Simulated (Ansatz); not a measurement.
# BNH3+ (triplet): from Hartree-Fock to the top rungs, cc-pVDZ

An exercise on one series of results from a longer session: the logs are not shown, and one member is left open.

Program: Ansatz 0.2.0, Gaussian basis. Level of theory: cc-pVDZ, core rule «outside noble gas», up to 2 orbitals frozen. These are calculated values, not measurements.

To be run: UHF; CCSD(T) on ROHF; CCSD(T) on UHF; BCCD(T) on ROHF; CISD as a restricted active space (open shells left free, so some higher excitations enter); CCSDT(Q) on ROHF; CCSDT(Q) on UHF; CASSCF and NEVPT2, 10 electrons in 11 orbitals.

19 further runs of the same task are left out: 9 that didn't finish, 10 set aside as unsound or not needed. Runs told in other sessions of the task aren't counted.

### The system

The geometry is a PBE0/def2-TZVP stationary point (not a proven minimum) of the parent state, kept for this charge and spin.

5 atoms, charge 1, spin multiplicity 3.

Atoms are counted from 1 here; the program's logs count them from 0.

Bond lengths: B1–N2 1.329 Å, B1–H3 1.210 Å, B1–H4 1.203 Å, N2–H5 0.999 Å. Angles: N2–B1–H3 118.6°, N2–B1–H4 121.4°, H3–B1–H4 120.0°, B1–N2–H5 163.5°.

Set-up of the first run:

Input file in.yaml:

```yaml
crystal:
  periodic: [false, false, false]
  atoms:
    - {symbol: B, position_ang: [0.000000, 0.024631, 0.707241]}
    - {symbol: N, position_ang: [0.000000, -0.043245, -0.619792]}
    - {symbol: H, position_ang: [0.000000, 1.115161, 1.232352]}
    - {symbol: H, position_ang: [0.000000, -0.969115, 1.385961]}
    - {symbol: H, position_ang: [0.000000, 0.190722, -1.591212]}
basis:
  gaussian: {orbitals: cc-pVDZ}
total_charge: 1
magnetization: {spin_polarized: true, initial_magnetization: 2}
hamiltonian: {xc: hf}
output: {orbitals: {seedname: orbitals}}
```

On the command line:

```
ansatz run in.yaml --threads 1 --pin off --events-out ev --progress --plain --max-ram 2393MiB
```

Among the steps run: UHF; CCSD(T) on ROHF; CCSD(T) on UHF; BCCD(T) on ROHF; CISD as a restricted active space (open shells left free, so some higher excitations enter); CCSDT(Q) on ROHF; CCSDT(Q) on UHF; CASSCF and NEVPT2, 10 electrons in 11 orbitals.

One table of the session follows, with a row left open; its other results are not shown here.

```
        method  from UCCSDT(Q) (kcal/mol)
          ROHF                    +144.88
           UHF                    +137.99
          RMP2                     +27.71
          UMP2                     +27.14
          CISD                          ?
         RCCSD                      +3.68
         UCCSD                      +3.58
      RCCSD(T)                      +0.75
      UCCSD(T)                      +0.74
       BCCD(T)                      +0.73
        RCCSDT                      +0.18
        UCCSDT                      +0.15
     RCCSDT(Q)                      +0.03
     UCCSDT(Q)                          0
CASSCF valence                     +83.68
NEVPT2 valence                     +19.02
```

**Question.** Estimate the row for CISD.

The run gave: from UCCSDT(Q) (kcal/mol): +12.28. In the column «from UCCSDT(Q) (kcal/mol)» it lies between RCCSD (+3.68) and NEVPT2 valence (+19.02).

To keep in mind: Restricted and unrestricted rows rest on different reference determinants; a gap between their highest levels can come from leftover correlation error, from unlike frozen cores or from another state.
